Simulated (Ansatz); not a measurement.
## C3H6O (SMILES C1COC1): from total energies to a heat of formation

C3H6O has 10 atoms, charge 0, and is taken as a singlet. SMILES: `C1COC1`. The coordinates come from a PBE0-D4/def2-TZVP relaxation.

Total energies at HF/3-21G (Ansatz 0.2.0); the atoms run unrestricted:

```tsv
species	state	energy (Eh)
C3H6O	singlet	-190.834933
C	triplet	-37.481070
O	triplet	-74.393657
H	doublet	-0.496199
```

Harmonic wavenumbers at PBE0-D4/def2-TZVP, in cm⁻¹: 44, 767, 815, 838, 959, 965, 1076, 1077, 1153, 1170, 1200, 1236, 1265, 1318, 1383, 1487, 1511, 1540, 3031, 3041, 3076, 3077, 3102, 3158.

Measured heats of formation of the gaseous atoms at 298.15 K, in kJ/mol: C 716.9, O 249.2, H 218.0. Spin-orbit lowering of the atoms at 298 K (mean of the ground term's levels less their thermal mean, from spectra), in kJ/mol: C 0.02, O 0.40. Take 1 Eh = 2625.50 kJ/mol, 1 cm⁻¹ = 0.0119627 kJ/mol, RT = 2.479 kJ/mol.

Question: Work out the heat of formation of the gas at 298 K.

Answer: 
1. Electronic atomisation energy: 3 × (-37.481070) + (-74.393657) + 6 × (-0.496199) − (-190.834933) = 1.020872 Eh = 2680.3 kJ/mol.
2. Zero-point energy: half the sum of the wavenumbers, 19144.5 cm⁻¹ = 229.0 kJ/mol.
3. Thermal vibrational enthalpy, Σ hcν̃/(exp(hcν̃/kT) − 1): 3.5 kJ/mol. Translation, rotation and pV of a non-linear molecule: 4 RT = 9.9 kJ/mol.
4. The 10 free atoms carry 5/2 RT each: 62.0 kJ/mol.
5. Spin-orbit coupling lowers the free atoms by 3 × 0.02 + 0.40 = 0.5 kJ/mol.
6. Atomisation enthalpy at 298 K: 2680.3 − 0.5 − 229.0 − 3.5 − 9.9 + 62.0 = 2499.4 kJ/mol.
7. Sum of the atoms' heats of formation: 3707.9 kJ/mol. Heat of formation: 3707.9 − 2499.4 = +1208.5 kJ/mol.

The tabulated value is -80.5 kJ/mol (CRC Handbook of Chemistry and Physics), so this level is off by +1289.0 kJ/mol, or 34.0 % of the atomisation enthalpy. Hartree–Fock leaves out correlation, which is larger in the molecule than in the atoms, so it underbinds and puts the heat of formation too high. A basis without polarisation functions underbinds badly. Anharmonicity and any spin-orbit splitting of the molecule are left out.
